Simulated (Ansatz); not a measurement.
System: rutile MnO2. Method: RPBE in Ansatz (plane waves, PAW).

Settings: plane-wave cutoff 520 eV, 8×8×12 k mesh (along the axes of the cell as run), Fermi–Dirac smearing 0.01 eV, spin-polarised with opposed moments, scalar-relativistic PAW data made under PBE.

Shape and atoms are relaxed at each volume.

Pressure at four volumes; x = ln(V/9.640 Å³). One pressure is withheld.

| V (Å³/atom) | x | P (GPa) |
|---|---|---|
| 9.255 | -0.0408 | 9.21 |
| 9.640 | 0.0000 | -0.01 |
| 9.833 | 0.0198 | -3.86 |
| 10.026 | 0.0393 | ? |

Problem. Pass a parabola P(x) through the three rows shown, estimate the bulk modulus and its pressure derivative near zero pressure, and predict the withheld pressure.

Solution. Slopes between the rows: (-0.01 − (9.21))/(0.0000 − (-0.0408)) = -225.98 and (-3.86 − (-0.01))/(0.0198 − (0.0000)) = -194.44 GPa. Their difference over the span 0.0606 is c = 31.54/0.0606 = 520.5 GPa, so P(x) = 9.21 + (-225.98)(x − (-0.0408)) + 520.5 (x − (-0.0408))(x − (0.0000)). At the middle row B = −dP/dx = −[-225.98 + 520.5 × 0.0408] = 204.7 GPa, and B′ = dB/dP = 2c/B = 5.1. At x = 0.0393 the parabola gives -7.25 GPa; the run gives -7.25 GPa. The Birch–Murnaghan fit to the energies at all volumes has B0 = 204 GPa and B′ = 5.0.

Note: the gap of the solid is closed in this run; the collinear magnetic order is the start's and need not be the measured one; this level leaves the solid without a gap, although one is measured; the bulk modulus comes from volumes at which shape and atoms were relaxed.

Ansatz is a program for electronic structure.
